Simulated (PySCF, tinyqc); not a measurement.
RHF in the sto-3g basis, for CH2, spin multiplicity 1, step by step. This run ends on a higher stationary point, not on the lowest solution. The lowest restricted solution is unstable here: a spin-polarised one lies 0.0253 hartree lower (PySCF). Computed by tinyqc, a small Python program that keeps every step (integrals from PySCF). Settings: charge = 0, multiplicity = 1, basis = sto-3g, energy threshold = 1e-10, iteration cap = 68, orthogonalisation = canonical, start = core, DIIS depth = 3, shift = 0.5, method = RHF. Command: `OMP_NUM_THREADS=1 python tinyqc.py 25097 25098 out.jsonl` (the two numbers bound the seeds that draw the settings). One thread of a shared host (Intel(R) Xeon(R) Processor @ 2.60GHz), about 0.07 s of CPU time with the checks.

Geometry (angstrom):
```
atom       x        y       z
C     0.0000   0.0000  0.0000
H     0.0000   1.2160  0.7170
H     0.0000  -1.2600  0.7430
```

Stop when the energy changes by less than 1e-10 hartree and every element of the error matrix X^T (F D S - S D F) X is below 3e-06.

Course of the cycle:
```
iteration  E (hartree)     change  largest element of the error matrix
1           -36.708096          -                             6.09e-01
2           -37.835792  -1.13e+00                             5.13e-01
3           -38.060522  -2.25e-01                             1.93e-01
4           -38.085282  -2.48e-02                             7.62e-02
5           -38.088988  -3.71e-03                             2.97e-02
6           -38.089600  -6.12e-04                             1.01e-02
7           -38.089675  -7.51e-05                             3.55e-03
8           -38.089685  -1.01e-05                             1.22e-03
9           -38.089686  -1.33e-06                             4.18e-04
10          -38.089686  -1.82e-07                             1.42e-04
11          -38.089686  -2.54e-08                             4.80e-05
12          -38.089686  -3.78e-09                             1.58e-05
13          -38.089686  -5.97e-10                             4.81e-06
14          -38.089686  -9.89e-11                             2.06e-06
```

Can the last value be used, and what does the course show?

No, though the log alone does not show it. Converged in 14 iterations. But the solution lies 0.17142 hartree above the reference: it is another stationary point, not the lowest restricted one. Reruns (cap 100 unless said): DIIS 8: converged in 11; damping 0.5: converged in 59 to a higher stationary point; level shift 0.5: converged in 28 to a higher stationary point; atomic densities as start, DIIS 8: converged in 9. PySCF RHF in the same basis = -38.261108 hartree.
